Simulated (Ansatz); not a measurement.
| atom | x (Å) | y (Å) | z (Å) |
| --- | --- | --- | --- |
| C | 0.0000 | 0.0000 | 0.0000 |
| C | 1.1691 | 0.6750 | 0.0000 |
| C | 2.4249 | -0.0500 | 0.0000 |
| C | 3.5940 | 0.6250 | 0.0000 |
| C | 4.2219 | 0.9875 | -1.2557 |
| C | 5.3910 | 1.6625 | -1.2557 |
| H | 0.0000 | -1.0900 | 0.0000 |
| H | -0.9440 | 0.5450 | 0.0000 |
| H | 1.1691 | 1.7650 | 0.0000 |
| H | 2.4249 | -1.1400 | 0.0000 |
| H | 4.0660 | 0.8975 | 0.9440 |
| H | 3.7499 | 0.7150 | -2.1997 |
| H | 5.8630 | 1.9350 | -0.3118 |
| H | 5.8630 | 1.9350 | -2.1997 |

Basis set: def2-SVP. Charge 0. Computed with Ansatz (development build ahead of 0.2.0); the lowest solution found for each multiplicity.

(1) How do the multiplicities compare at this shape? Give, from the lowest of each method, PBE0 (unrestricted) for 1, 3; PBE0 (restricted) for 1, 3; HF (unrestricted) for 1, 3; HF (restricted) for 1, 3.

Answers

(1)

| method | multiplicity | E (eV) | <S²> |
| --- | --- | --- | --- |
| PBE0, unrestricted | 1 | 0.000 | 1.08 |
| PBE0, unrestricted | 3 | 0.033 | 2.07 |
| PBE0, restricted | 1 | 0.974 | 0.00 |
| PBE0, restricted | 3 | 0.000 | 2.00 |
| HF, unrestricted | 1 | 0.000 | 1.44 |
| HF, unrestricted | 3 | 0.126 | 2.40 |
| HF, restricted | 1 | 2.047 | 0.00 |
| HF, restricted | 3 | 0.000 | 2.00 |

Caution: other spin multiplicities may lie lower. Caution for PBE0, unrestricted, HF, unrestricted: the unrestricted determinant is a mixture of spin states. Caution for PBE0, restricted, HF, restricted: an unrestricted determinant lies well below. Caution for HF, unrestricted: the unrestricted determinant is spin contaminated.
